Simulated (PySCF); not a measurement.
Isomers of [C3H3N2]- (charge -1). Theory: PBE0-D3(BJ)/def2-SVP geometry optimisation, gas phase (PySCF). Energies are electronic, without zero-point or thermal terms, for one conformer each. No frequencies were run at this level. Point groups hold within 0.08 Å.

Task: Order them by energy at this level, lowest first, and give relative energies in kJ/mol.
A. `c1cn[n-]c1`
B. `c1c[n-]cn1`

Result: B (0.0), A (70.8).

As drawn, the higher has an N–N linkage, which the lower lacks.

```json
{"SMILES": "c1c[n-]cn1", "E (Eh)": "-225.21816", "E rel (kJ/mol)": "0.0", "dipole about centre of mass (D)": "0.95", "point group": "C2v", "A, B, C (MHz)": "10353, 9679, 5002"}
{"SMILES": "c1cn[n-]c1", "E (Eh)": "-225.19118", "E rel (kJ/mol)": "70.8", "dipole about centre of mass (D)": "2.67", "point group": "C2v", "A, B, C (MHz)": "9986, 9825, 4952"}
```

Task: How do the relative energies change in single points at PBE0/pcSseg-1 (no added dispersion term) on the same geometries?

Result: 
| SMILES | PBE0-D3(BJ)/def2-SVP (kJ/mol) | PBE0/pcSseg-1 (kJ/mol) | shift |
| --- | --- | --- | --- |
| c1c[n-]cn1 | 0.0 | 0.0 | 0.0 |
| c1cn[n-]c1 | 70.8 | 69.3 | -1.5 |

Each column counts from its own lowest isomer. The order is unchanged; the largest shift is 1.5 kJ/mol.
